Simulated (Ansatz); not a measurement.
Turn this script for the Ansatz DFT code, driven from Python into the input file that the command-line program reads.

`energy_c3h5fos.py`:
```python
"""Electronic structure of the C3H5FOS molecule."""

from pathlib import Path
import logging
import sys

import ansatz as az
import numpy as np
import pandas as pd
from rdkit import Chem
from rdkit.Chem import AllChem

logging.basicConfig(stream=sys.stdout, format="[%(levelname)s] %(message)s")
log = logging.getLogger("c3h5fos")
log.setLevel(logging.INFO)


def main() -> None:
    # start geometry from RDKit
    rd = Chem.AddHs(Chem.MolFromSmiles("O=[S@]1C[C@H](F)C1"))
    AllChem.EmbedMolecule(rd, randomSeed=985)
    AllChem.UFFOptimizeMolecule(rd)
    c3h5fos = az.Crystal.molecule()
    for atom, xyz in zip(rd.GetAtoms(), rd.GetConformer().GetPositions()):
        c3h5fos = c3h5fos.atom(atom.GetSymbol(), xyz.round(5).tolist())

    base = (
        c3h5fos.calculation()
        .basis(gaussian="cc-pVDZ")
        .functional("r2SCAN")
        .forces()
        .orbitals()
    )
    res = base.run(runs_dir="c3h5fos_runs")
    rep = res.report

    for key in ("converged", "free_energy_ev", "reference_energy_ev", "n_frozen", "n_occupied", "n_virtual"):
        log.info(f"{key:22s} {rep[key]}")

    symbols = [site.symbol for site in c3h5fos.cartesian_sites]
    forces = np.array(rep["forces_ev_ang"])
    print("largest force", round(float(np.linalg.norm(forces, axis=1).max()), 4), "eV/A, rms", round(float(np.sqrt((forces ** 2).mean())), 4))

    charges = rep["charge_distribution"]
    table = pd.DataFrame({"atom": symbols, "mulliken": charges["mulliken_charges_e"], "lowdin": charges["lowdin_charges_e"]})
    print(table.round(3).to_string())
    print("dipole (e A):", np.round(charges["dipole_moment_e_ang"], 4) + 0.0)

    lines = Path(rep["orbitals_path"]).read_text().splitlines()
    field_of = lambda key: [line.split("=")[1].strip() for line in lines if line.startswith(key)]
    orbitals = [(27.211386 * float(e), s, float(n)) for e, s, n in zip(field_of("Ene="), field_of("Spin="), field_of("Occup="))]
    homo = max(e for e, _, n in orbitals if n > 0.5)
    lumo = min(e for e, _, n in orbitals if n < 0.5)
    for e, spin, n in sorted(orbitals):
        if homo - 15 < e < lumo + 5:
            log.info(f"{spin:6s} {e:10.3f} eV  occupation {n:.0f}")


if __name__ == "__main__":
    main()
```

```console
$ python energy_c3h5fos.py
[INFO] converged              True
[INFO] free_energy_ev         -18785.0639141022
[INFO] reference_energy_ev    -18785.0639141022
[INFO] n_frozen               0
[INFO] n_occupied             [28, 28]
[INFO] n_virtual              [85, 85]
largest force 2.1906 eV/A, rms 0.6747
   atom  mulliken  lowdin
0     O    -0.548  -0.368
1     S     0.493   0.672
2     C    -0.117  -0.171
3     C     0.157  -0.183
4     F    -0.235   0.136
5     C    -0.117  -0.171
6     H     0.076   0.015
7     H     0.089   0.023
8     H     0.038   0.010
9     H     0.089   0.023
10    H     0.076   0.015
dipole (e A): [-0.0513  0.0956  0.4497]
[INFO] Alpha     -18.511 eV  occupation 2
[INFO] Alpha     -17.701 eV  occupation 2
[INFO] Alpha     -14.612 eV  occupation 2
[INFO] Alpha     -13.690 eV  occupation 2
[INFO] Alpha     -13.076 eV  occupation 2
[INFO] Alpha     -12.250 eV  occupation 2
[INFO] Alpha     -11.130 eV  occupation 2
[INFO] Alpha     -11.043 eV  occupation 2
[INFO] Alpha     -10.561 eV  occupation 2
[INFO] Alpha     -10.175 eV  occupation 2
[INFO] Alpha      -9.022 eV  occupation 2
[INFO] Alpha      -8.465 eV  occupation 2
[INFO] Alpha      -8.197 eV  occupation 2
[INFO] Alpha      -6.124 eV  occupation 2
[INFO] Alpha      -5.354 eV  occupation 2
[INFO] Alpha      -0.431 eV  occupation 0
[INFO] Alpha      -0.346 eV  occupation 0
[INFO] Alpha       1.200 eV  occupation 0
[INFO] Alpha       1.445 eV  occupation 0
[INFO] Alpha       2.067 eV  occupation 0
[INFO] Alpha       2.810 eV  occupation 0
[INFO] Alpha       3.258 eV  occupation 0
[INFO] Alpha       3.519 eV  occupation 0
```

`input.yaml`:
```yaml
crystal:
  periodic: [false, false, false]
  atoms:
    - { symbol: O, position_ang: [0.21649, -0.32966, -2.3697] }
    - { symbol: S, position_ang: [-0.16222, 0.73238, -1.34517] }
    - { symbol: C, position_ang: [-1.10882, -0.18216, -0.11609] }
    - { symbol: C, position_ang: [0.04918, -0.29352, 0.86745] }
    - { symbol: F, position_ang: [-0.21627, 0.3789, 2.04857] }
    - { symbol: C, position_ang: [1.02306, 0.47887, -0.01328] }
    - { symbol: H, position_ang: [-1.94801, 0.42915, 0.27934] }
    - { symbol: H, position_ang: [-1.43855, -1.17337, -0.49513] }
    - { symbol: H, position_ang: [0.36663, -1.34438, 1.04127] }
    - { symbol: H, position_ang: [1.88654, -0.14237, -0.33478] }
    - { symbol: H, position_ang: [1.33196, 1.44616, 0.43752] }
basis:
  gaussian:
    orbitals: cc-pVDZ
hamiltonian:
  xc: r2scan
output:
  orbitals: {}
  forces: true
```

Total energies depend on the basis set; only differences at equal settings carry meaning. The geometry is a force-field or estimated start, not a minimum of this method, and the basis set is short of its limit. The Löwdin charges here are taken after orthogonalising the functions within each atom; they differ from plain Löwdin charges, and their signs can be unphysical. Alpha marks a spatial orbital of a restricted run, filled by both spins. Levels such as HOMO and LUMO are orbital energies: with these approximate functionals they aren't the ionisation energy and electron affinity, and their gap isn't the fundamental gap. Timing: 17 s on 1 thread of Arm Neoverse N1 (shared host), peak memory 0.34 GiB.

(Lines on the test bed's own set-up are left out of the output.)
